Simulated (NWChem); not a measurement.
# singlet [N2H3]+ at 5 levels

Wanted: a comparison of 5 runs (PBE0/def2-TZVP, r2SCAN/def2-TZVP, B3LYP/def2-TZVP, MP2/def2-TZVP, CCSD(T)/def2-TZVP) of singlet [N2H3]+. 

Program for the calculation: NWChem 7.3.0.

25 further runs of the same task are left out: 25 set aside as unsound or not needed. Runs told in other sessions of the task aren't counted.

### Step 1. Starting point

The species is [N2H3]+ (5 atoms), meant as a singlet with charge +1. As SMILES of the parent species, `[NH]N`. Geometry: relaxed at PBE0-D4/def2-TZVP. This is one conformer, not always the lowest. That shape belongs to the parent species and isn't relaxed for this state.

Bond lengths: N1–N2 1.338 Å, N1–H3 1.021 Å, N2–H4 1.008 Å, N2–H5 1.012 Å. Angles: N1–N2–H4 113.9°, N1–N2–H5 120.9°, N2–N1–H3 106.1°, H4–N2–H5 114.6°.

### Step 2. A single-point energy at PBE0/def2-TZVP (run 1)

nw.xyz reads:

```xyz
5

N     -0.187600    -0.818050     0.454040
N     -0.128660     0.235610    -0.368450
H      0.759840    -0.951450     0.811270
H     -1.030950     0.592300    -0.640030
H      0.587360     0.941580    -0.256830
```

run.py reads:

```python
from ase.io import read
from ase.calculators.nwchem import NWChem

system = read('nw.xyz')

calc = NWChem(
    label='nw',
    theory='dft',
    memory='2200 mb',
    basis='def2-TZVP',
    basispar='spherical bse',
    charge=1,
    dft={'xc': 'pbe0', 'mult': '1', 'grid': 'xfine', 'convergence': 'energy 1e-08', 'iterations': '100', 'mulliken': None, 'print': 'low'},
    task='energy',
)
system.calc = calc

print("Total energy (eV):", round(system.get_potential_energy(), 6))
```

Launch:

```console
export ASE_NWCHEM_COMMAND="nwchem PREFIX.nwi > PREFIX.nwo"
python run.py
```

The program printed:

```text
Total energy (eV): -3016.130596
```

The calculator wrote nw.nwi:

```
title "nw"

permanent_dir nw

scratch_dir nw

start nw

geometry units angstrom nocenter noautosym noautoz
  N  -1.8759999999999999e-01 -8.1805000000000005e-01 4.5404000000000000e-01
  N  -1.2866000000000000e-01 2.3561000000000001e-01 -3.6845000000000000e-01
  H  7.5983999999999996e-01 -9.5145000000000002e-01 8.1127000000000005e-01
  H  -1.0309500000000000e+00 5.9230000000000005e-01 -6.4002999999999999e-01
  H  5.8735999999999999e-01 9.4157999999999997e-01 -2.5683000000000000e-01
end

charge 1

memory 2200 mb

basis spherical bse noprint
   * library def2-TZVP
end

dft
  xc pbe0
  mult 1
  grid xfine
  convergence energy 1e-08
  iterations 100
  mulliken
  print low
end

task dft energy
```

nw.nwo (excerpt; [...] marks lines left out):

```text
[...]
         Total DFT energy =     -110.840755909766
      One electron energy =     -216.962843508797
           Coulomb energy =       83.789605412459
    Exchange-Corr. energy =      -14.395515157435
 Nuclear repulsion energy =       36.727997344007
[... 1 line left out ...]
 Numeric. integr. density =       15.999999996437
[...]
      Total Density - Mulliken Population Analysis
     ---------------------------------------------
    Atom       Charge   Shell Charges
 -----------   ------   -------------------------------------------------------
    1 N    7     6.94   0.82  1.15  0.63  0.93  0.25  1.35  1.39  0.37  0.01  0.05  0.00
    2 N    7     7.06   0.82  1.15  0.56  0.83  0.12  1.51  1.57  0.45  0.01  0.05  0.00
    3 H    1     0.69   0.26  0.37  0.02  0.03
    4 H    1     0.65   0.26  0.35  0.01  0.04
    5 H    1     0.66   0.26  0.35  0.02  0.03
[...]
```

It took 20 s on 1 thread of Intel Xeon Platinum 8488C (Sapphire Rapids), shared host; peak memory 0.13 GiB.

### Step 3. The energy at r2SCAN/def2-TZVP (run 2)

sp.nw reads:

```
echo
start sp
title "hydrazinyl radical"
memory total 2200 mb
charge 1
geometry units au noautosym nocenter noautoz
   N   -0.35451262  -1.54589046   0.85801125
   N   -0.24313216   0.44523837  -0.69626959
   H    1.43588950  -1.79797992   1.53307811
   H   -1.94821315   1.11928478  -1.20948141
   H    1.10994954   1.77932832  -0.48533836
end
basis spherical bse
   * library def2-TZVP
end
dft
   xc r2scan
   mult 1
   grid xfine
   convergence energy 1e-08
   iterations 100
   mulliken
   print low
end
task dft energy
```

Launch:

```console
nwchem sp.nw > sp.out
```

The program printed:

```text
[...]
 d= 0,ls=0.0,diis     1   -110.8466071000 -1.48D+02  8.72D-03  7.43D-01     2.6
[...]
 d= 0,ls=0.0,diis     8   -110.9059131365 -2.32D-11  2.88D-06  1.26D-07    19.0
         Total DFT energy =     -110.905913136536
      One electron energy =     -216.992308509820
           Coulomb energy =       83.826074454388
    Exchange-Corr. energy =      -14.467673772763
 Nuclear repulsion energy =       36.727994691660
[...]
      Total Density - Mulliken Population Analysis
     ---------------------------------------------
    Atom       Charge   Shell Charges
 -----------   ------   -------------------------------------------------------
    1 N    7     6.94   0.82  1.15  0.63  0.93  0.26  1.35  1.39  0.35  0.01  0.05  0.00
    2 N    7     7.03   0.82  1.15  0.57  0.82  0.13  1.50  1.56  0.42  0.01  0.04  0.00
    3 H    1     0.71   0.26  0.39  0.02  0.04
    4 H    1     0.66   0.26  0.35  0.01  0.04
    5 H    1     0.67   0.26  0.36  0.02  0.04
[...]
```

Run time: 20 s. Hardware: 1 thread of Intel Xeon Platinum 8488C (Sapphire Rapids), shared host; peak memory 0.13 GiB.

Runs 3 to 4 aren't shown in full; the table further down has their settings and results.

### Step 4. The energy at CCSD(T)/def2-TZVP (run 5)

input.nw reads:

```
start input
title "H3N2 energy"
memory total 2200 mb
charge 1

geometry noautosym nocenter noautoz
 N    -0.187600   -0.818050    0.454040
 N    -0.128660    0.235610   -0.368450
 H     0.759840   -0.951450    0.811270
 H    -1.030950    0.592300   -0.640030
 H     0.587360    0.941580   -0.256830
end

basis spherical bse
 * library def2-TZVP
end

scf
 thresh 1e-08
 maxiter 80
 print low
end

ccsd
 freeze core 2
 maxiter 60
end

task ccsd(t) energy
```

Launch:

```console
nwchem input.nw > input.out
```

The program printed:

```text
[...]
  functions       =    80
[...]
  wavefunction    = RHF
[...]
         Total SCF energy =   -110.323521107647
      One-electron energy =   -216.702696098998
      Two-electron energy =     69.651177647345
 Nuclear repulsion energy =     36.727997344007
        Time for solution =     10.2s
[...]
 Total MP2 energy:           -110.721933368286287
[...]
             energy      energy      error      ampl     ampl      Block
                                                time     time      time
[...]
 Total CCSD energy:           -110.739830133137119
[...]
 Total CCSD+T(CCSD) energy:           -110.761577730711878
[...]
 Total CCSD(T) energy:                -110.759858034058581
[...]
```

Wall time 68 s (1 thread of Intel Xeon Platinum 8488C (Sapphire Rapids), shared host); peak memory 0.16 GiB.

### Step 5. Overview of the runs

| run | level | integration grid | iteration cap | energy (Eh) | wall time |
| --- | --- | --- | --- | --- | --- |
| 1 | PBE0/def2-TZVP | xfine | 100 | -110.840756 | 20 s |
| 2 | r2SCAN/def2-TZVP | xfine | 100 | -110.905913 | 20 s |
| 3 | B3LYP/def2-TZVP | xfine | 100 | -110.971403 | 20 s |
| 4 | MP2/def2-TZVP | – | 80 | -110.721933 | 11 s |
| 5 | CCSD(T)/def2-TZVP | – | 80 | -110.759858 | 68 s |

### Step 6. What came out

```
                                          quantity          value
                               run 5: total energy  -110.75986 Eh
run 5: correlation energy (2 core orbitals frozen)     -436.3 mEh
                             run 5: (T) correction     -20.03 mEh
```

What this shows: Totals of different functionals can't be ranked against each other. All runs together took 2.3 min, the longest 68 s.
